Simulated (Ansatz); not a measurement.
Se$_{2}$⁻, doublet: vertical spin and charge gaps

Geometry (PBE0/def2-TZVPD stationary point for this spin):

```yaml
atoms:
  - { symbol: Se, position_ang: [0.0000, 0.0000, 0.0000] }
  - { symbol: Se, position_ang: [0.0000, 0.0000, 2.2736] }
```

Basis aug-cc-pVDZ; Ansatz 0.2.0. Correlated methods freeze the noble-gas cores and the filled d shells of p-block atoms. R marks a restricted (for open shells ROHF) determinant, U an unrestricted one. No spin–orbit coupling is included, and no scalar relativity.

Gaps are energies of the second state less the first, at fixed atoms, for a selection of the levels run; each method lands on the state that its own search finds for that charge and spin.

Coupled cluster chose its determinant by trial CCSD, here up to 0.05 eV above the lowest Hartree–Fock solution of its kind, and MP2 stands on that determinant too.

Removing an electron, to the triplet: 1.706 eV at UCCSDT(Q).

```
   level  gap (eV)  error (meV)
    UMP2     1.695          -11
   UCCSD     1.751           45
UCCSD(T)     1.719           13
 BCCD(T)     1.723           17
  UCCSDT     1.718           12
  r2SCAN     1.894          188
    PBE0     1.971          265
   B3LYP     1.984          278
 wB97M-V     2.100          394
  B2PLYP     1.828          122
```

In so small a basis the reference is far from its limit while semilocal and hybrid functionals are nearer theirs (RPA and double hybrids share much of the reference's basis error), so the functionals' errors here hold much of the reference's basis and frozen-core error, which can add to them or hide them.

Full CI isn't at hand for all of this; UCCSDT(Q) serves as the reference, and is uncertain by about the last step of the cluster series. The frozen core follows each run's orbitals, which can shift R against U totals by a few meV for light atoms and by up to 0.1 eV past Ca.
